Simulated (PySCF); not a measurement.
# P, P⁺: ionisation energy in cc-pV(T+d)Z

Wanted: the ionisation energy of phosphorus, up a ladder of methods.

Method: unrestricted determinants in a Gaussian basis, no spin-orbit coupling in the energies. Code: PySCF 2.14.0.

## (1) The system

| Quantity | Value |
| --- | --- |
| Element | phosphorus (Z = 15) |
| Basis | cc-pV(T+d)Z (5s4p3d1f, 39 functions) |
| Hamiltonian | the non-relativistic Hamiltonian (point nucleus) |
| State 1 | P: [Ne] 3s2 3p3, high-spin 4S determinant |
| State 2 | P⁺: [Ne] 3s2 3p2, high-spin 3P determinant |
| Methods | UHF, PBE, PBE0, MP2, CCSD(T) |
| Core shells frozen in the correlated runs | valence: [Ne] (for P) |

The outer shells:

P [Ne] 3s2 3p3
```
[Ne] core
3s [↑↓]
3p [↑ ][↑ ][↑ ]
```

P+ [Ne] 3s2 3p2
```
[Ne] core
3s [↑↓]
3p [↑ ][↑ ][  ]
```

The runs were made by one driver on top of PySCF. The scripts below sum up each run's settings (the driver also hands on starting orbitals that pick excited configurations, and frozen orbitals as a list rather than a count), and the logs come from the driver's own runs. The driver starts from symmetry-adapted Hartree-Fock orbitals, holds the occupation by maximum overlap and uses a logarithmic radial grid for functionals, so a plain start would take other cycles.

It was started by

```bash
> OMP_NUM_THREADS=1 python atomrun2.py TASK.json OUT
```

The integrals over 39 functions and the set-up took 0.06 s of CPU time.

## (2) P

**UHF**

Contents of input.py:

```python
from pyscf import gto, scf, dft, mp, cc
import basis_set_exchange as bse
mol = gto.M(atom="P 0 0 0", charge=0, spin=3, symmetry="D2h",
            basis=gto.basis.parse(bse.get_basis("cc-pV(T+d)Z", elements=["P"], fmt="nwchem", header=False)))
mf = scf.UHF(mol)
mf.irrep_nelec = {'Ag': (3, 3), 'B1u': (2, 1), 'B2u': (2, 1), 'B3u': (2, 1)}
mf.kernel()
```

**PBE**

Changes to input.py:

```diff
@@ -4,3 +4,3 @@
             basis=gto.basis.parse(bse.get_basis("cc-pV(T+d)Z", elements=["P"], fmt="nwchem", header=False)))
-mf = scf.UHF(mol)
+mf = dft.UKS(mol, xc="PBE")
 mf.irrep_nelec = {'Ag': (3, 3), 'B1u': (2, 1), 'B2u': (2, 1), 'B3u': (2, 1)}
```

**PBE0**

Changes to input.py:

```diff
@@ -4,3 +4,3 @@
             basis=gto.basis.parse(bse.get_basis("cc-pV(T+d)Z", elements=["P"], fmt="nwchem", header=False)))
-mf = dft.UKS(mol, xc="PBE")
+mf = dft.UKS(mol, xc="PBE0")
 mf.irrep_nelec = {'Ag': (3, 3), 'B1u': (2, 1), 'B2u': (2, 1), 'B3u': (2, 1)}
```

**MP2 (valence)**

Changes to input.py:

```diff
@@ -4,4 +4,5 @@
             basis=gto.basis.parse(bse.get_basis("cc-pV(T+d)Z", elements=["P"], fmt="nwchem", header=False)))
-mf = dft.UKS(mol, xc="PBE0")
+mf = scf.UHF(mol)
 mf.irrep_nelec = {'Ag': (3, 3), 'B1u': (2, 1), 'B2u': (2, 1), 'B3u': (2, 1)}
 mf.kernel()
+mp.UMP2(mf, frozen=5).kernel()
```

**CCSD(T) (valence)**

Changes to input.py:

```diff
@@ -7,2 +7,3 @@
 mf.kernel()
-mp.UMP2(mf, frozen=5).kernel()
+mycc = cc.CCSD(mf, frozen=5).run()
+mycc.ccsd_t()
```

## (3) P⁺

**UHF**

Contents of input.py:

```python
from pyscf import gto, scf, dft, mp, cc
import basis_set_exchange as bse
mol = gto.M(atom="P 0 0 0", charge=1, spin=2, symmetry="D2h",
            basis=gto.basis.parse(bse.get_basis("cc-pV(T+d)Z", elements=["P"], fmt="nwchem", header=False)))
mf = scf.UHF(mol)
mf.irrep_nelec = {'Ag': (3, 3), 'B1u': (2, 1), 'B2u': (2, 1), 'B3u': (1, 1)}
mf.kernel()
```

**PBE**

Changes to input.py:

```diff
@@ -4,3 +4,3 @@
             basis=gto.basis.parse(bse.get_basis("cc-pV(T+d)Z", elements=["P"], fmt="nwchem", header=False)))
-mf = scf.UHF(mol)
+mf = dft.UKS(mol, xc="PBE")
 mf.irrep_nelec = {'Ag': (3, 3), 'B1u': (2, 1), 'B2u': (2, 1), 'B3u': (1, 1)}
```

**PBE0**

Changes to input.py:

```diff
@@ -4,3 +4,3 @@
             basis=gto.basis.parse(bse.get_basis("cc-pV(T+d)Z", elements=["P"], fmt="nwchem", header=False)))
-mf = dft.UKS(mol, xc="PBE")
+mf = dft.UKS(mol, xc="PBE0")
 mf.irrep_nelec = {'Ag': (3, 3), 'B1u': (2, 1), 'B2u': (2, 1), 'B3u': (1, 1)}
```

**MP2 (valence)**

Changes to input.py:

```diff
@@ -4,4 +4,5 @@
             basis=gto.basis.parse(bse.get_basis("cc-pV(T+d)Z", elements=["P"], fmt="nwchem", header=False)))
-mf = dft.UKS(mol, xc="PBE0")
+mf = scf.UHF(mol)
 mf.irrep_nelec = {'Ag': (3, 3), 'B1u': (2, 1), 'B2u': (2, 1), 'B3u': (1, 1)}
 mf.kernel()
+mp.UMP2(mf, frozen=5).kernel()
```

**CCSD(T) (valence)**

Changes to input.py:

```diff
@@ -7,2 +7,3 @@
 mf.kernel()
-mp.UMP2(mf, frozen=5).kernel()
+mycc = cc.CCSD(mf, frozen=5).run()
+mycc.ccsd_t()
```

Q: Predict the outcome of this session.

The runs gave:

```
            quantity                                                     value
ionisation energy, P  UHF 9.912, CCSD(T) (valence) 10.458 eV; reference 10.526
```

Each level's miss and price (over 1 difference):

```csv
method,mean absolute miss against the measured value (with the measured fine structure taken into account where it is known) (eV),"CPU time, both states (s)"
UHF,0.614,0.2
PBE,0.041,0.36
PBE0,0.005,0.36
MP2 (valence),0.044,0.22
SCS-MP2 (valence),0.218,0.22
CCSD (valence),0.110,
CCSD(T) (valence),0.068,1.2
```

**Reading.** Against experiment PBE0 comes closest (off by 0.00 eV) and UHF is farthest (0.61 eV). Hartree-Fock falls short because the species with more electrons holds more correlation energy, which it lacks. PBE is off by -0.04 eV. All values hold for this basis alone; no basis-set limit was taken. The dearest level timed, CCSD(T) (valence), costs 6 times the cheapest, UHF, and differs from the measured value (with the measured fine structure taken into account where it is known) by 0.07 against 0.61 eV.
